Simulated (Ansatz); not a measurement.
The cluster Al3H4⁻, relaxed as a singlet with RKS r2SCAN-D4/def2-TZVPD in Ansatz, starting from the GFN1-xTB geometry. Force threshold 0.02 eV/Å.

The structure comes from a short search, and lower isomers may exist.

Start:

Cartesian coordinates in Å:
```
Al 2.213 0.498 -1.313
Al 0.006 -0.156 -0.206
Al -2.532 0.115 -0.096
H -1.536 -0.082 1.592
H 1.514 1.850 -0.100
H 2.341 -0.478 0.375
H -2.005 -1.746 -0.251
```

Q: Estimate the energy that the relaxation releases and the steps that it takes.

A: 2.06 eV, in 14 steps; 27 s on 4 threads of Arm Neoverse V2 on a shared host. The force fell under the threshold at step 12, but the optimiser went on. No frequencies were taken in this run, so the end may be a saddle point.

Q: Does the start keep its bonding?

A: Bonds formed: Al1–H5, Al1–H6, Al2–H4, Al2–H5, Al2–H6, Al2–H7, Al3–H4, Al3–H7 (atoms count from 1). The end is the same structure that another start reached.

Q: Predict the relaxed structure.

A: 
Cartesian coordinates in Å:
```
Al 2.2854 0.6095 -0.9329
Al -0.0596 0.0726 -0.2130
Al -2.5203 -0.3233 0.0953
H -1.2852 0.6938 0.9178
H 1.1992 1.1878 0.3765
H 1.4361 -0.8767 -0.3796
H -1.0556 -1.3637 0.1360
```
Bond lengths (bridged metal pairs left out): 8 × Al–H 1.78 to 1.80 Å.
